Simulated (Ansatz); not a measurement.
Cartesian coordinates (Å):
```xyz
1

F      0.0000     0.0000     0.0000
```
Charge 0, spin multiplicity 2.

Calculation: frozen-core CCSD(T)/cc-pVTZ (Ansatz, a first-principles code).

The HF energy comes out as -99.40552 Ha. The MP2 correlation energy comes out as -0.19983 Ha.

Q: Estimate the CCSD correlation energy, the (T) correction, the total energy and the T1 diagnostic.

A: 
```
Property                       Result
-----------------------  ------------
CCSD correlation energy   -0.21125 Ha
(T) correction            -0.00359 Ha
CCSD(T) total energy     -99.62036 Ha
T1 diagnostic                   0.005
```
